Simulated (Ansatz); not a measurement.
Relaxation of H₆SSi₂ (9 atoms, charge 0, multiplicity 1), to a largest force component of 0.03 eV/Å in at most 50 steps.

Level of theory: RKS LDA/def2-mTZVP in Ansatz.

```xyz
9
Properties=species:S:1:pos:R:3
Si -0.621 -0.472 -0.413
H 0.041 -1.109 -1.532
S -0.530 -2.253 0.791
H 0.094 -2.656 -0.352
H -2.018 -0.074 -0.788
Si 0.563 1.337 0.434
H 0.738 2.385 -0.632
H 1.914 0.890 0.907
H -0.181 1.953 1.587
```

Question: Where does it end, and by what steps?

Answer: It converged. The force dipped under the threshold on the way, but the program's further checks kept it going. After 15 steps the energy has fallen by 0.359 eV; H4 moved furthest, 1.08 Å.

```tsv
step	energy less start (eV)	largest force component (eV/Å)	accepted
0	0.0000	1.140	yes
1	-0.2243	0.430	yes
2	-0.2813	0.345	yes
3	-0.2748	0.598	no
4	-0.2938	0.133	yes
5	-0.3013	0.039	yes
6	-0.2953	0.436	no
7	-0.3042	0.020	yes
8	-0.3077	0.104	yes
9	-0.3112	0.270	yes
10	-0.3284	0.102	yes
11	-0.3452	0.191	yes
12	-0.2978	0.614	no
13	-0.3528	0.094	yes
14	-0.3564	0.155	yes
15	-0.3588	0.015	yes
```

```xyz
9
Properties=species:S:1:pos:R:3
Si -0.672 -0.449 -0.659
H -0.086 -0.751 -2.007
S -0.803 -2.221 0.551
H 0.548 -2.430 0.602
H -2.097 -0.030 -0.841
Si 0.563 1.203 0.405
H 0.728 2.414 -0.465
H 1.923 0.658 0.729
H -0.104 1.606 1.684
```

Whether the end is a true minimum wasn't checked by a vibrational analysis.

Time of the run: 9.5 s on 2 threads of INTEL(R) XEON(R) PLATINUM 8581C CPU @ 2.10GHz (Emerald Rapids) (shared host), peak memory 0.14 GiB.
